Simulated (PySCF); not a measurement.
**CCSD(T)/pcseg-0 run of H2S (hydrogen sulfide)**

Aim: the vertical singlet–triplet gap of H2S (hydrogen sulfide) at CCSD(T)/pcseg-0, from 2 runs. Input form: a Python script.

Program for the calculation: PySCF 2.14.0.

## Step 1: The molecule

H2S has 3 atoms, charge 0, and is taken as a singlet. As SMILES, `S`. The coordinates come from a PBE0-D4/def2-TZVP relaxation.

Bond lengths: S1–H2 1.341 Å, S1–H3 1.341 Å. Angles: H2–S1–H3 92.3°.

## Step 2: The energy at CCSD(T)/pcseg-0

Contents of input.py:

```python
from pyscf import gto, cc

molecule = gto.Mole()
molecule.atom = '''
S      0.495500    -0.280600     0.243900
H      0.097900     0.997700     0.162400
H     -0.593400    -0.717100    -0.406300
'''
molecule.spin = 0
molecule.verbose = 3
molecule.basis = 'pcseg-0'
molecule.max_memory = 1860
molecule.charge = 0
molecule.build()

myscf = molecule.RHF()
myscf.conv_tol = 1e-10
myscf.kernel()
if not myscf.converged:
    myscf = myscf.newton().run(myscf.mo_coeff, myscf.mo_occ)

mycc = cc.CCSD(myscf, frozen=5)
mycc.kernel()
e_t = mycc.ccsd_t()
energy = mycc.e_tot + e_t
print('Final energy', energy)
```

Command:

```bash
$ OMP_NUM_THREADS=1 python input.py
```

The log of the run:

```text
converged SCF energy = -398.156341113811
E(CCSD) = -398.2322441838085  E_corr = -0.07590306999738092
CCSD(T) correction = -0.000637776922932576
Final energy -398.23288196073145
```

Run time: 0.82 s. Hardware: 1 thread of Arm Neoverse V1, shared host; peak memory 0.12 GiB.

## Step 3: The triplet

Contents of calc.py:

```python
from pyscf import gto, cc

mol = gto.Mole()
mol.atom = '''
S      0.495500    -0.280600     0.243900
H      0.097900     0.997700     0.162400
H     -0.593400    -0.717100    -0.406300
'''
mol.verbose = 3
mol.spin = 2
mol.max_memory = 1860
mol.basis = 'pcseg-0'
mol.build()

mf = mol.UHF()
mf.conv_tol = 1e-10
mf.kernel()
if not mf.converged:
    mf = mf.newton().run(mf.mo_coeff, mf.mo_occ)

mycc = cc.CCSD(mf, frozen=5)
mycc.kernel()
e_t = mycc.ccsd_t()
etot = mycc.e_tot + e_t
print('Final energy', etot)
```

Command:

```bash
$ OMP_NUM_THREADS=1 python calc.py
```

The log of the run:

```text
WARN: HOMO 0.123944371793205 >= LUMO -0.311226294406023

converged SCF energy = -397.92485751095  <S^2> = 2.0131363  2S+1 = 3.0087448
E(UCCSD) = -397.9908091755721  E_corr = -0.06595166462211359
UCCSD(T) correction = -0.000623318018184057
Final energy -397.9914324935903
```

Run time: 0.95 s. Hardware: 1 thread of Arm Neoverse V1, shared host; peak memory 0.12 GiB.

## Step 4: Results

At CCSD(T)/pcseg-0, 5 core orbitals frozen:

| quantity | value |
| --- | --- |
| singlet: total energy | -398.23288 Eh |
| singlet: dipole moment (Hartree–Fock density) | 2.08 D |
| singlet: HOMO energy (Hartree–Fock orbitals) | -10.69 eV |
| singlet: LUMO energy (Hartree–Fock orbitals) | 4.57 eV |
| singlet: HOMO–LUMO gap (Hartree–Fock orbitals) | 15.26 eV |
| singlet: correlation energy (5 core orbitals frozen) | -76.5 mEh |
| singlet: (T) correction | -0.64 mEh |
| singlet: T1 diagnostic | 0.006 |
| triplet: total energy | -397.99143 Eh |
| triplet: dipole moment (Hartree–Fock density) | 0.04 D |
| triplet: HOMO energy (Hartree–Fock orbitals) (highest over α and β) | -3.74 eV |
| triplet: LUMO energy (Hartree–Fock orbitals) (lowest over α and β) | -0.82 eV |
| triplet: correlation energy (5 core orbitals frozen) | -66.6 mEh |
| triplet: (T) correction | -0.62 mEh |
| triplet: ⟨S²⟩ of the reference determinant | 2.013 |
| triplet: T1 diagnostic | 0.009 |
| vertical energy of the triplet above the singlet | 6.570 eV |

In words: At this shape the triplet lies 6.57 eV (152 kcal/mol) above the singlet. The triples (singlet) make up 0.8 % of the correlation energy. Mulliken charges (triplet) of the mean-field density run from -0.05 on H2 to +0.10 on S1. The triples (triplet) make up 0.9 % of the correlation energy.
